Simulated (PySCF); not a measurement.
Molecule: `C=C(Cl)/C=C\C`, C5H7Cl.

Atom-mapped SMILES (the numbers label the heavy atoms): `[CH2:1]=[C:2]([Cl:3])/[CH:4]=[CH:5]\[CH3:6]`. Each H is labelled by its parent atom. Ha(C1) is cis to Cl3; Hb(C1) is trans to Cl3.

Geometry PBE0-D3(BJ)/def2-SVP throughout; GIAO in PySCF 2.14.0 with density-fitted response routines, gas phase, one conformer, non-relativistic; equivalent atoms averaged; basis pcSseg-1.

(1) How do the shifts δ (against TMS, HCl at the same level) depend on the functional? (a selection of nuclei; ppm; last column core-seconds on shared hosts with different chips, so compare them loosely; the GGAs took longer than the global hybrids here, which isn't the general rule, and the cause wasn't traced)

(2) Which nucleus among those listed moves most, in ppm?

Results:

(1) 
| functional | kind | C2 | C4 | C1 | C6 | Cl3 | H(C4) | Ha(C1) | Hb(C1) | H(C6) | core-s |
| --- | --- | --- | --- | --- | --- | --- | --- | --- | --- | --- | --- |
| HF | Hartree–Fock | 150.6 | 131.7 | 125.8 | 14.9 | 160.3 | 5.81 | 5.60 | 5.48 | 2.11 | 7 |
| LDA | LDA | 157.9 | 139.1 | 125.9 | 16.8 | 293.7 | 6.06 | 5.45 | 5.38 | 2.21 | 21 |
| PBE | GGA | 151.8 | 133.3 | 120.2 | 17.6 | 265.7 | 5.95 | 5.33 | 5.31 | 2.21 | 24 |
| BLYP | GGA | 154.3 | 134.1 | 119.6 | 18.0 | 265.1 | 5.82 | 5.23 | 5.19 | 2.20 | 23 |
| BP86 | GGA | 152.1 | 133.3 | 120.2 | 17.8 | 263.5 | 5.94 | 5.34 | 5.31 | 2.21 | 24 |
| OPBE | GGA | 143.7 | 127.4 | 115.8 | 17.6 | 246.9 | 6.05 | 5.40 | 5.40 | 2.21 | 26 |
| KT2 | GGA | 143.1 | 126.0 | 112.8 | 17.4 | 248.7 | 5.74 | 5.18 | 5.18 | 2.20 | 20 |
| KT3 | GGA | 141.2 | 124.0 | 111.0 | 17.8 | 238.4 | 5.73 | 5.15 | 5.17 | 2.19 | 20 |
| B97-D | GGA | 147.9 | 129.0 | 116.1 | 17.9 | 248.8 | 5.85 | 5.25 | 5.24 | 2.22 | 20 |
| B3LYP | global hybrid | 154.8 | 134.9 | 122.7 | 17.2 | 243.4 | 5.84 | 5.34 | 5.27 | 2.17 | 13 |
| PBE0 | global hybrid | 152.2 | 134.0 | 123.5 | 16.8 | 237.3 | 5.95 | 5.47 | 5.39 | 2.17 | 12 |
| mPW1PW91 | global hybrid | 152.3 | 134.0 | 123.6 | 16.9 | 234.7 | 5.93 | 5.46 | 5.39 | 2.17 | 12 |
| WP04 | global hybrid | 154.8 | 133.6 | 122.2 | 18.3 | 229.0 | 5.64 | 5.21 | 5.16 | 2.10 | 12 |
| B97-2 | global hybrid | 149.2 | 131.0 | 120.4 | 17.1 | 230.3 | 5.89 | 5.40 | 5.34 | 2.17 | 11 |
| BHandHLYP | global hybrid | 154.4 | 134.9 | 125.4 | 16.2 | 212.1 | 5.82 | 5.46 | 5.36 | 2.13 | 11 |
| CAM-B3LYP | range-separated hybrid | 155.8 | 136.5 | 126.3 | 16.2 | 234.0 | 5.84 | 5.47 | 5.33 | 2.11 | 14 |
| wB97X-D | range-separated hybrid | 152.5 | 134.0 | 125.0 | 16.6 | 226.7 | 5.89 | 5.53 | 5.40 | 2.12 | 14 |
| LC-wPBE | range-separated hybrid | 153.4 | 136.6 | 130.0 | 15.6 | 217.8 | 5.95 | 5.69 | 5.51 | 2.05 | 22 |

(2) Cl3 (chlorine bonded to C): from 160.3 ppm with HF to 293.7 ppm with LDA. The smallest spread is 0.17 ppm, at H(C6). Proton shifts span only some 12 ppm, so a few tenths of a ppm matter as much there as several ppm in carbon.
